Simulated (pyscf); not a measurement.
Single points on ωB97X-D3(BJ)/def2-SVP structures (PySCF, gas phase).

What is the homolytic dissociation enthalpy (298 K, ωB97M-D3(BJ)/def2-TZVP) of the C–H bond of H₂C=CH–C(=CH₂)–CH₃, to •H₂C–C(=CH₂)–CH=CH₂ + H•?

C–H to •H₂C–C(=CH₂)–CH=CH₂ + H•: 377.5 kJ/mol. The 7 functionals that were run give +353.4 (r²SCAN) to +380.8 kJ/mol (M06-2X). The radicals are drawn with the spin at the cut bond; how far it spreads was not checked. H₂C=CH–C(=CH₂)–CH₃ lies 50.1 kJ/mol over its isomer cyclic C₅H₈ (SMILES C1=CCCC1), and others may lie lower still (electronic energy, ωB97M-D3(BJ)). Other isomers of •H₂C–C(=CH₂)–CH=CH₂ were not searched in full and may lie lower.
